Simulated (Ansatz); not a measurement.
**BSiH5 (singlet): from Hartree-Fock to the top rungs at distance B1–H4 along a hydrogen transfer = 1.310 Å, cc-pVDZ**

The task here is to estimate one member of a computed series from the others.

Program: Ansatz 0.2.0, Gaussian basis. Level of theory: cc-pVDZ, core rule «outside noble gas», up to 6 orbitals frozen. These are calculated values, not measurements.

Plan: UHF; CCSD(T) on RHF; CCSD(T) on UHF; BCCD(T) on RHF; CISD; CCSDT(Q) on RHF; CCSDT(Q) on UHF; CASSCF and NEVPT2, 2 electrons in 2 orbitals; CASSCF and NEVPT2, 8 electrons in 8 orbitals.

11 further runs of the same task are left out: 1 for a mislabelled method, 9 that didn't finish, 1 set aside as unsound or not needed.

## The system

The geometry derives from fragments relaxed apart (PBE0/def2-TZVP) and kept rigid, so it is no stationary point. A hydrogen atom is moved between rigid fragments.

7 atoms, charge 0, spin multiplicity 1.

Atoms are counted from 1 here; the program's logs count them from 0.

Bond lengths: B1–H2 1.193 Å, B1–H3 1.193 Å, B1–H4 1.310 Å, Si5–H6 1.526 Å, Si5–H7 1.526 Å. Angles: H2–B1–H3 120.0°, H2–B1–H4 120.0°, H3–B1–H4 120.0°, H6–Si5–H7 91.2°.

The first run:

File in.yaml:

```yaml
crystal:
  periodic: [false, false, false]
  atoms:
    - {symbol: B, position_ang: [-2.115568, 0.040114, 0.000000]}
    - {symbol: H, position_ang: [-2.712302, 1.073685, 0.000000]}
    - {symbol: H, position_ang: [-2.712302, -0.993457, 0.000000]}
    - {symbol: H, position_ang: [-0.805568, 0.040114, 0.000000]}
    - {symbol: Si, position_ang: [0.927432, 0.040114, 0.000000]}
    - {symbol: H, position_ang: [1.539612, -0.834170, 1.090012]}
    - {symbol: H, position_ang: [1.539612, -0.834170, -1.090012]}
basis:
  gaussian: {orbitals: cc-pVDZ}
magnetization: {spin_polarized: true, initial_magnetization: 0}
hamiltonian: {xc: hf}
output: {orbitals: {seedname: orbitals}}
```

Launch:

```bash
ansatz run in.yaml --threads 1 --pin off --events-out ev --progress --plain --max-ram 2393MiB
```

Steps of the session up to this table: UHF; CCSD(T) on RHF; CCSD(T) on UHF; BCCD(T) on RHF; CISD; CCSDT(Q) on RHF; CCSDT(Q) on UHF; CASSCF and NEVPT2, 2 electrons in 2 orbitals; CASSCF and NEVPT2, 8 electrons in 8 orbitals.

One of the session's tables, all rows but one given; the rest of the session is left out.

It belongs to the step «Misses and costs». 

| method | from RCCSDT(Q) (meV) |
| --- | --- |
| RHF | +6783.3 |
| UHF | +6767.0 |
| RMP2 | +1551.5 |
| CISD | ? |
| RCCSD | +192.9 |
| RCCSD(T) | +40.3 |
| BCCD(T) | +40.1 |
| RCCSDT | +6.8 |
| RCCSDT(Q) | 0 |
| CASSCF pair | +6376.2 |
| NEVPT2 pair | +1506.2 |
| CASSCF frontier | +5041.6 |
| NEVPT2 frontier | +1367.1 |

**Question.** Estimate the row for CISD.

As computed: from RCCSDT(Q) (meV): +798.2. In the column «from RCCSDT(Q) (meV)» it lies between RCCSD (+192.9) and NEVPT2 frontier (+1367.1).

Not comparable, so not listed: CCSD(T) on UHF; CCSDT(Q) on UHF (they don't share determinant, frozen orbitals or solution with the rows shown, or repeat one).

Limits of these values: Warnings: restricted reference is unstable; spin contamination.
